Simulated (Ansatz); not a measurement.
Mulliken charges of CH5FNPS, SMILES `FC(S)NP` from B3LYP/def2-TZVPP in Ansatz (PBE0-D4/def2-TZVP geometry).

```csv
atom,x (Å),y (Å),z (Å),charge (e)
F1,-0.651,-0.227,1.679,-0.233
C2,-0.722,0.230,0.364,0.176
S3,-1.140,1.994,0.382,-0.155
N4,0.481,0.072,-0.330,-0.257
P5,0.837,-1.435,-1.057,0.074
H6,-1.507,-0.358,-0.115,0.109
H7,-2.058,1.895,1.356,0.105
H8,1.224,0.676,-0.006,0.138
H9,1.739,-0.972,-2.049,0.026
H10,1.881,-1.926,-0.221,0.018
```

Question: By hand: the dipole of these point charges (1 e Å = 4.8032 D).

Answer: Σ q r = (0.007, -0.147, -0.308) e Å, of length 0.341 e Å = 1.64 D.

Question: How does the dipole of the full density compare? (Estimate.)

Answer: Computed: (0.147, -0.001, -0.117) e Å, 0.90 D; the point charges give 1.82 times that, at 55° from its direction.

Point charges leave out the atoms' own dipoles, such as those of lone pairs, and Mulliken's split depends on the basis, so the two needn't agree.

B3LYP here is the variant with VWN-RPA as its local correlation; programs differ in this.
